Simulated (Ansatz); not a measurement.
Ansatz (a first-principles code) input:

Ansatz 0.2 input:
```yaml
crystal:
  periodic: [false, false, false]
  atoms:
    - {symbol: C, position_ang: [0.10850459, 0.05504033, -0.05250686]}
    - {symbol: O, position_ang: [0.22328157, 1.21371744, -0.51862629]}
    - {symbol: O, position_ang: [-1.20140996, -0.25340913, 0.44854802]}
    - {symbol: H, position_ang: [-1.65579332, 0.58035355, 0.27135946]}
    - {symbol: C, position_ang: [1.01286197, -0.97365632, 0.06482395]}
    - {symbol: H, position_ang: [0.72779788, -1.92009361, 0.50193316]}
    - {symbol: H, position_ang: [2.02482319, -0.83103053, -0.28656900]}
basis:
  gaussian:
    orbitals: aug-cc-pVDZ
total_charge: -1
magnetization: {spin_polarized: false}
correlation: {method: ccsd_t, electrons: outside_noble_gas}
output: {forces: true}
```

### Question
What final total energy does it print?

### Answer
-227.96886 Eh (CCSD(T)/aug-cc-pVDZ). The basis has 119 functions. The run takes very roughly 4 core-minutes.

It need not be the lowest isomer of its formula. Whether it binds its extra electron was not tested at this geometry.
